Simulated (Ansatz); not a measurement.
PO (Phosphorus monoxide): the vertical energy of the quartet above the doublet, rung by rung

PO has 2 atoms, charge 0, and is taken as a doublet. As SMILES, `O=[P]`. Geometry: relaxed at GFN2-xTB.

```xyz
2

O     0.0000    0.0000    0.0000
P     0.0000    0.0000    1.4551
```

Each level gives the vertical energy of the quartet above the doublet (eV). The values are calculated.

| level | kind | program | value (eV) | less FCI/STO-3G | CPU time (all runs) |
| --- | --- | --- | --- | --- | --- |
| UBLYP/STO-3G | GGA | Ansatz | 4.96 | +0.41 | 2.5 s |
| UPBE/STO-3G | GGA | Ansatz | 4.94 | +0.39 | 2.6 s |
| U-r2SCAN0/STO-3G | hybrid meta-GGA | Ansatz | 4.10 | -0.45 | 6.2 s |
| UPBE0/STO-3G | global hybrid | Ansatz | 4.42 | -0.13 | 2.2 s |
| U-wB97M-V/STO-3G | range-separated hybrid | Ansatz | 4.72 | +0.17 | 19 s |
| UCCSD(T)/STO-3G | coupled cluster or CI | Ansatz | 4.51 | -0.04 | 0.7 s |
| UCCSDT(Q)/STO-3G | coupled cluster or CI | Ansatz | 4.55 | 0.00 | 2 s |
| FCI/STO-3G | exact in the basis | Ansatz | 4.55 | 0.00 | 0.65 s |

FCI/STO-3G is exact within its basis and frozen core, so for wave-function methods in that basis the difference is their error; functionals converge differently with the basis, so for them it is only a difference. The values span 4.10 to 4.96 eV. Spin contamination of the reference (⟨S²⟩ at least 0.1 too high) touches UCCSD(T)/STO-3G, UCCSDT(Q)/STO-3G. All rows use very small basis sets, so even the best lies far from the true value. Times are those of the runs behind each value, whatever else they computed, on shared processors of several kinds: orders of magnitude only.
